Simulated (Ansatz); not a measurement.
# CH4B2 (SMILES B=CB): one structure at several levels

One table from this session's results is given with a row withheld; the runs are named, their logs left out.

Program: Ansatz 0.2.0, Gaussian basis. Level of theory: single points in def2-TZVPP. These are calculated values, not measurements.

Cores are frozen in the correlated methods.

### Where the work starts

SMILES `B=CB`, 7 atoms, charge 0, spin multiplicity 1.

Atoms are counted from 1 here; the program's logs count them from 0.

Bond lengths: B1–C2 1.189 Å, B1–H4 1.301 Å, C2–B3 1.519 Å, C2–H5 1.062 Å, B3–H6 1.328 Å, B3–H7 1.174 Å. Angles: C2–B1–H4 166.6°, B1–C2–B3 112.7°, B1–C2–H5 133.4°, B3–C2–H5 113.4°, C2–B3–H6 116.4°, C2–B3–H7 113.6°, H6–B3–H7 129.9°.

As a file:

| atom | x (Å) | y (Å) | z (Å) |
| --- | --- | --- | --- |
| B1 | -1.17270 | -0.07790 | -0.50990 |
| C2 | 0.00800 | -0.05950 | -0.64980 |
| B3 | 0.75300 | 0.07870 | 0.66710 |
| H4 | -2.42170 | 0.18780 | -0.26030 |
| H5 | 0.64670 | -0.24330 | -1.47750 |
| H6 | 0.00550 | 0.20750 | 1.75660 |
| H7 | 1.91780 | -0.01520 | 0.55920 |

The first run:

The input, run/in.yaml:

```yaml
crystal:
  periodic: [false, false, false]
  atoms:
    - {symbol: B, position_ang: [-1.172700, -0.077900, -0.509900]}
    - {symbol: C, position_ang: [0.008000, -0.059500, -0.649800]}
    - {symbol: B, position_ang: [0.753000, 0.078700, 0.667100]}
    - {symbol: H, position_ang: [-2.421700, 0.187800, -0.260300]}
    - {symbol: H, position_ang: [0.646700, -0.243300, -1.477500]}
    - {symbol: H, position_ang: [0.005500, 0.207500, 1.756600]}
    - {symbol: H, position_ang: [1.917800, -0.015200, 0.559200]}
basis:
  gaussian: {orbitals: def2-TZVPP}
correlation: {method: ccsd_t}
output: {forces: true}
```

No record of the launch command was kept for these runs.

Among the steps run: CCSD(T)/def2-TZVPP; PBE0-D4/def2-TZVPP; wB97M-V/def2-TZVPP; r2SCAN-D4/def2-TZVPP; PBE-D4/def2-TZVPP; LC-wPBE/def2-TZVPP; wB97X-V/def2-TZVPP.

One table of the session follows, with a row left open; its other results are not shown here.

```
   method  RMS force component (eV/Å)  angle to CCSD(T) forces (°)  dipole (D)
  CCSD(T)                       5.483                    reference        1.17
  PBE0-D4                       5.312                          1.1        1.22
  wB97M-V                       5.279                          1.0        1.23
r2SCAN-D4                       5.322                          0.9        1.22
   PBE-D4                           ?                            ?           ?
  LC-wPBE                       5.200                          1.7        1.18
  wB97X-V                       5.335                          0.9        1.20
```

Q: Estimate the row for PBE-D4 from the others.

**Answer.** RMS force component (eV/Å): 5.314; angle to CCSD(T) forces (°): 1.3; dipole (D): 1.23. In the column «RMS force component (eV/Å)» it lies between PBE0-D4 (5.312) and r2SCAN-D4 (5.322).
